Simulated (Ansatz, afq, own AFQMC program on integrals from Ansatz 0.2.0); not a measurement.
**AFQMC, coupled cluster and functionals along a coordinate of HCl + GeH₃, doublet**

```xyz
6

Cl   -2.4845    0.0000    0.0000
H    -1.2057    0.0000    0.0000
Ge    1.1615    0.0000    0.0000
H     1.6301   -1.4659    0.0000
H     1.6301    0.7330   -1.2695
H     1.6301    0.7330    1.2695
```

A hydrogen atom is moved from one rigid fragment to the other; the Cl1–H2 distance tells how far. The two fragments are held close together, so this isn't a minimum-energy path and the start is a compressed complex. Energies in kJ/mol count from this geometry (1.279 Å) at the same level; the start stands on UHF, each point on the determinant named.

Basis cc-pVTZ. Noble-gas cores (and the filled d shells of Ga–Kr and In–Xe) are frozen. AFQMC by an in-house program on the Cholesky factors that Ansatz 0.2.0 writes for its CCSD(T) run. ph-AFQMC/CISD is guided by a CISD state made of CCSD amplitudes; releasing the constraint for a short imaginary time cuts its bias at the price of noise, slowly where states lie close. Uncertainties: one standard error, sampling alone. No spin–orbit coupling.

Cautions, each for one point or more: inner d shell frozen; no relativity below Rb; no spin-orbit coupling; unrestricted determinant slightly spin contaminated.

```tsv
r(Cl1–H2) / Å	det.	T1	weight	⟨S²⟩	CCSD(T)	ph-AFQMC/CISD	r2SCAN	HF
1.518	UHF	0.013	0.85	0.78	35.0	36.4 ± 1.6	22.0	46.6
1.638	UHF	0.017	0.84	0.80	57.6	56.2 ± 1.5	40.6	69.5
1.757	UHF	0.018	0.84	0.81	68.4	69.6 ± 1.5	51.3	74.0
1.877	UHF	0.018	0.84	0.79	66.8	65.9 ± 1.4	53.3	61.0
2.116	UHF	0.014	0.85	0.76	59.9	59.6 ± 1.4	57.8	31.6
```

Weight is that of the determinant in the CISD state; at the start T1 is 0.010 and the weight 0.85, and ⟨S²⟩ is 0.76. Largest departures from phaseless AFQMC with a CISD trial: CCSD(T) 1.4 kJ/mol at 1.638 (on UHF) (within the noise), r2SCAN -18.3 kJ/mol at 1.757, HF -28.0 kJ/mol at 2.116 (on UHF). The walk's constraint bias lies outside its error bars, so these are departures and not errors. Functionals count only at points shown to share the start's state and spin.

Some points may be missing: those where a free walk finds a much lower state, and past Zn most of those on another determinant than at the start.

A walk keeps the symmetry of its determinant, which the program's search chose and which needn't be the lowest solution, so a lower state of the same spin and another symmetry isn't excluded.
